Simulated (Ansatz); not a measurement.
Reaction (SMILES): C#CC → C1=CC1
B3LYP-D3(BJ)/def2-TZVP geometries, fixed; electronic energies without zero-point terms.

The isomerisation energy at MP2 with Ansatz (an electronic-structure program), in kcal/mol, split into its Hartree-Fock and correlation parts. Cores are frozen. No added dispersion term, no relativity. Functions are those of the species that has most.

```csv
basis,X,functions,Hartree-Fock,MP2
cc-pVDZ,2,62,25.97,23.22
cc-pVTZ,3,146,26.95,23.80
cc-pVQZ,4,285,26.97,23.79
```

Worked estimate of the basis-set limit from each neighbouring pair, with Hartree-Fock from the larger set and the correlation part extrapolated as X^-3.
Correlation parts: X = 2: -2.75, X = 3: -3.15, X = 4: -3.18.
- (2,3): (27·(-3.15) - 8·(-2.75))/19 = -3.32; with Hartree-Fock 26.95 the estimate is 23.63 kcal/mol.
- (3,4): (64·(-3.18) - 27·(-3.15))/37 = -3.20; with Hartree-Fock 26.97 the estimate is 23.77 kcal/mol.
The last two estimates differ by 0.14 kcal/mol; the largest set lies 0.02 from the last. Over the last step Hartree-Fock moves by 0.02 and the correlation part by -0.03.
